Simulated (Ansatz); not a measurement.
We consider diamond-structure Si, described by Hartree–Fock (Ansatz, a program for electronic structure, plane waves, PAW).

Settings: plane-wave cutoff 520 eV, 8×8×8 k mesh, scalar-relativistic PAW data made under PBE.

Cell (relaxed at this level):

```xyz
2
Lattice="0.0000 2.7529 2.7529 2.7529 0.0000 2.7529 2.7529 2.7529 0.0000" Properties=species:S:1:pos:R:3 pbc="T T T"
Si     2.7529     2.7529     2.7529
Si     4.1294     4.1294     4.1294
```

Q: Predict the Poisson ratio, Young modulus and Voigt–Reuss–Hill bulk modulus.

A: 
- Poisson ratio: 0.180
- Young modulus: 200 GPa
- Voigt–Reuss–Hill bulk modulus: 104 GPa

Measured, for comparison: Voigt–Reuss–Hill bulk modulus 99 GPa (temperature not stated, not corrected to a static lattice, from single-crystal Cij; as tabulated in Råsander and Moram (2015), arXiv:1505.02379). Computed (rounded) less measured: Voigt–Reuss–Hill bulk modulus +5 %. A static lattice is as a rule a little smaller and stiffer than an uncorrected measurement, which narrows the difference in the Voigt–Reuss–Hill bulk modulus and would widen misses of the other sign.

Elastic constants are with the ions relaxed.

Cost on a shared machine: about 40 core-minutes (a rough figure).
